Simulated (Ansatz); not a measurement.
`F/C=N\CF` at its PBE0-D4/def2-TZVP geometry, where that method's forces vanish. The species carries charge 0 and has multiplicity 1.

```xyz
8

F     1.6085   -0.4147    1.0312
C     0.6112   -1.0897    0.4541
N    -0.3433   -0.6087   -0.1735
C    -0.6227    0.7467   -0.4384
F     0.2770    1.6640    0.0620
H     0.7332   -2.1596    0.6016
H    -1.6035    0.9814   -0.0130
H    -0.6603    0.8805   -1.5241
```

What forces (eV/Å) does r2SCAN-D4/def2-TZVPP give on these atoms in the Gaussian-basis code of Ansatz? (An estimate is asked.)

Computed: 
```
F1   0.330  0.238  0.190
C2  -0.070 -0.365 -0.019
N3  -0.267  0.001 -0.167
C4  -0.264 -0.158 -0.154
F5   0.274  0.257  0.154
H6   0.012  0.012  0.007
H7  -0.012  0.008  0.001
H8  -0.004  0.007 -0.012
```
